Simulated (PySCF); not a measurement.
# Which basis set comes closest?

Molecule: `CCC1CC1`, C$_{5}$H$_{10}$.

Numbering as in the mapped SMILES `[CH3:1][CH2:2][CH:3]1[CH2:4][CH2:5]1`; H(Xn) means a hydrogen on atom n. Ha(C4), Ha(C5) are cis to C2 on the ring; Hb(C4), Hb(C5) are trans to C2 on the ring.

Geometry PBE0-D3(BJ)/def2-SVP throughout; GIAO in PySCF 2.14.0 with density-fitted response routines, gas phase, one conformer, non-relativistic; equivalent atoms averaged; functional PBE0.

Reference values (measured; solution, not stated per compound (mostly CDCl3 or CCl4); Pretsch, Buehlmann, Badertscher, Structure Determination of Organic Compounds, 4th ed. (2009)): δ(C3) = 12.8 ppm, δ(C4/C5) = 4.1 ppm. Computed shifts are taken against TMS, calculated as an isolated molecule at each level.

Task: How do the basis sets STO-3G, 6-31G, pcSseg-0, 6-31G*, def2-SVP, cc-pVDZ, pcSseg-1, 6-311+G(2d,p), aug-cc-pVDZ, def2-TZVP, IGLO-III, cc-pVTZ, pcSseg-2 perform against the reference? Times are CPU seconds on shared hosts with different chips, so compare them loosely.

Result: 
```
    basis set  functions    C3  C4/C5  mean abs. error C  core-s
       STO-3G         35  18.5   15.1                8.3     3.6
        6-31G         65  14.5    7.7                2.6     5.6
     pcSseg-0         65  13.5    8.2                2.4     3.4
       6-31G*         90  13.7    6.9                1.8       7
     def2-SVP        120  13.5    5.8                1.2      12
      cc-pVDZ        120  15.9    7.0                3.0     7.7
     pcSseg-1        135  14.1    6.1                1.6     9.1
6-311+G(2d,p)        195  14.8    5.5                1.7      27
  aug-cc-pVDZ        205  15.1    5.8                2.0      16
    def2-TZVP        215  14.9    5.5                1.8      30
     IGLO-III        275  15.1    5.7                1.9      26
      cc-pVTZ        290  15.1    6.0                2.1      26
     pcSseg-2        320  15.5    6.2                2.4      35
```

For 13C the closest is def2-SVP (1.2 ppm) and the furthest STO-3G (8.3 ppm). Where a smaller basis beats a larger one, errors probably cancel; the largest sets show where the functional converges. One molecule is a small sample, and vibrational and solvent effects are absent from the calculation.

A small basis that lands close on one nucleus may do so by chance; judge by the trend and by all nuclei.
